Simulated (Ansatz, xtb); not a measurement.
Isomers of C5H10 in order of energy

10 gas-phase structures of C5H10, from a drawn sample of its isomers (lower ones may exist). Each was relaxed with GFN2-xTB; where two conformers were screened, the lower at r2SCAN-D4/def2-SVP is listed:

A. `C=C(C)CC`, a singlet
B. `CCC1CC1`, a singlet
C. `C=CCCC`, a singlet
D. `C/C=C\CC`, a singlet
E. `C/C=C/CC`, a singlet
F. `CC=C(C)C`, a singlet
G. `CC1(C)CC1`, a singlet
H. `CC1CCC1`, a singlet
I. `C=CC(C)C`, a singlet
J. `C1CCCC1`, a singlet

Q: Make a reasoned guess at their ranking by r2SCAN-D4/def2-SVP single-point energy.

A: Calculated order at r2SCAN-D4/def2-SVP: J (0.0), F (11.8), A (14.4), E (14.4), D (15.7), G (16.4), I (16.9), C (17.7), H (18.6), B (18.9) kcal/mol. Less than 1 kcal/mol parts A and E; D and G; G and I; I and C; C and H; H and B, so the order within those pairs means little.

Energies above the lowest of each column, in kcal/mol; the last columns are at B3LYP-D3(BJ)/def2-SVP geometries and were run for some of them only (a dash: not run or not comparable):

| structure | GFN2-xTB | HF/STO-3G | r2SCAN-D4/def2-SVP | B3LYP-D3(BJ)/def2-SVP | CCSD(T)/def2-SVP + ΔMP2/def2-TZVPP |
| --- | --- | --- | --- | --- | --- |
| J | 0.0 | 0.0 | 0.0 | 0.0 | 0.0 |
| F | 21.3 | 41.0 | 11.8 | 9.4 | 10.5 |
| A | 23.7 | 43.1 | 14.4 | 11.6 | 11.6 |
| E | 24.6 | 43.2 | 14.4 | 11.8 | 12.8 |
| D | 25.4 | 44.0 | 15.7 | 12.7 | 13.7 |
| G | 18.9 | 38.0 | 16.4 | 17.4 | 17.6 |
| I | 27.2 | 46.8 | 16.9 | 14.0 | 13.5 |
| C | 27.3 | 46.0 | 17.7 | – | – |
| H | 14.1 | 22.8 | 18.6 | – | – |
| B | 21.4 | 39.5 | 18.9 | – | – |

Every level run on J puts it lowest or level with the lowest. CCSD(T)/def2-SVP + ΔMP2/def2-TZVPP orders those it was run on as J (0.0), F (10.5), A (11.6), E (12.8), I (13.5), D (13.7), G (17.6) kcal/mol. Less than 1 kcal/mol parts E and I; I and D, so the order within those pairs means little. Flexible structures stand in one conformer each, not always the lowest. Frequencies (GFN2-xTB) were run for A, D, E, F, G, I, J alone. ΔMP2 is the change of the MP2 energy from the smaller to the larger basis.

Over these structures GFN2-xTB departs from r2SCAN-D4/def2-SVP by 4.6 kcal/mol on average once a common shift is removed. A GFN2-xTB relaxation took about 0.078 s and the r2SCAN-D4/def2-SVP energy about 1.8 s on a shared host (Ansatz 0.2.0, xtb 6.7.1).
